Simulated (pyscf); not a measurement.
Structures and frequencies: ωB97X-D3(BJ)/def2-SVP in PySCF.

Problem. How much does it cost (ΔH, 298 K, ωB97M-D3(BJ)/def2-TZVP) to split H₂C=CH–CH₂–CH(CH₃)–CH=CH₂ (SMILES C=CCC(C)C=C) at its C–C bond into •HC=CH₂ + •H₂C–CH(CH₃)–CH=CH₂?

Solution. C–C to •HC=CH₂ + •H₂C–CH(CH₃)–CH=CH₂: 4.37 eV. The 7 functionals that were run give +3.94 (r²SCAN) to +4.39 eV (ωB97X-D3(BJ)). The radicals are drawn with the spin at the cut bond; how far it spreads was not checked. H₂C=CH–CH₂–CH(CH₃)–CH=CH₂ lies 1.03 eV over its isomer cyclic C₇H₁₂ (SMILES CC1CC=CCC1), and others may lie lower still (electronic energy, ωB97M-D3(BJ)). •H₂C–CH(CH₃)–CH=CH₂ lies 0.87 eV over its isomer cyclic C₅H₉ (SMILES [CH]1CCCC1) [doublet], and others may lie lower still (electronic energy, ωB97M-D3(BJ)). Other isomers of •HC=CH₂ were not searched in full and may lie lower.
